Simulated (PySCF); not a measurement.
# Calculated properties of cyclopropylamine, `C1(N)CC1`

Cyclopropylamine, C₃H₇N.
Cartesian coordinates in Å at the PBE0-D3(BJ)/def2-TZVP level; atoms count from 1:
```
atom  x, y, z in Å
N1     1.1998    0.5341    0.9564
C2     0.2235    0.5760   -0.0924
C3    -1.1203   -0.0216    0.1362
C4    -0.1939   -0.6362   -0.8780
H5     0.9956   -0.2111    1.6096
H6     2.1255    0.3648    0.5822
H7     0.2356    1.5133   -0.6399
H8    -1.9952    0.5135   -0.2097
H9    -1.2699   -0.5608    1.0651
H10   -0.4302   -0.5264   -1.9296
H11    0.2716   -1.5791   -0.6153
```

Structural features include: amine and cyclopropane ring.

**PBE0-D3(BJ)/def2-TZVP geometry optimisation, gas phase (PySCF)**

* Rotational constants A, B, C: 16.410, 6.683, 5.838 GHz

From CAM-B3LYP/aug-cc-pVTZ ground state and vertical TDDFT (core frozen in the response) (PySCF):

- Dipole moment: 1.21 D
- HOMO energy: -8.02 eV
- LUMO energy: 0.28 eV
- HOMO–LUMO gap: 8.30 eV
- Lowest singlet excitation: 5.58 eV (222 nm, f = 0.023)
- Strongest line among the 10 lowest singlet transitions: S9 at 7.66 eV (162 nm, f = 0.052)
- Lowest triplet excitation (Tamm–Dancoff): 5.42 eV
- Static isotropic polarisability: 45.5 au
- Electronic spatial extent ⟨r²⟩ about the centre of nuclear charge: 277 bohr²

B97-2/pcSseg-2 ground state and GIAO shieldings, non-relativistic (PySCF):

- 13C chemical shifts (computed TMS as zero) by class: 28.9 (C2), 10.9 (C3/C4) ppm
- 1H chemical shifts (computed TMS as zero) by class: 2.14 (H7), 0.47 (H8/H10), 0.40 (H5/H6), -0.06 (H9/H11) ppm
- Isotropic shieldings of nuclei other than C and H, by class: 216 (N1) ppm

B3LYP/pcJ-2 indirect spin-spin coupling, non-relativistic, gas phase; spin–dipole term left out for some pairs (PySCF):

* Largest of the computed one-bond spin–spin couplings (means over like bonds): 13C–1H +178.8 (C2–H7), 13C–1H +167.4 (C3–H8 and 1 like it), 13C–1H +164.2 (C3–H9 and 1 like it), 15N–1H -68.8 (N1–H5 and 1 like it), 13C–13C +13.6 (C2–C3 and 1 like it), 13C–13C +11.3 (C3–C4), 15N–13C -4.3 (N1–C2) Hz

Monoisotopic mass (most abundant isotopes): 57.0578 u.

The rotational constants make it an asymmetric top with κ = (2B − A − C)/(A − C) = -0.84, nearer the prolate limit (−1). The largest Löwdin shares of the HOMO are 0.44 on N1, 0.16 on C2, 0.14 on C4 and 0.06 on H5. The principal polarisabilities are 41.8, 45.1 and 49.7 au; their mean is the isotropic value. S1 lies 2.72 eV below the HOMO–LUMO gap; its leading configuration is HOMO→LUMO, weight 0.77. The vertical singlet–triplet gap S1 − T1 is 0.16 eV (TDDFT singlet less Tamm–Dancoff triplet; S1: HOMO→LUMO, weight 0.77; T1: HOMO→LUMO, weight 0.70). No computed singlet falls in the visible range (750 to 380 nm, 1.65 to 3.26 eV); S1 lies 2.32 eV above its blue end.

One conformer (not necessarily the lowest) at the PBE0-D3(BJ)/def2-TZVP geometry, without solvent or vibrations. NMR classes are plain means over equivalent atoms (diastereotopic ones count apart unless rotation or inversion swaps them), as if these changed places fast; in this geometry the members of some classes differ.
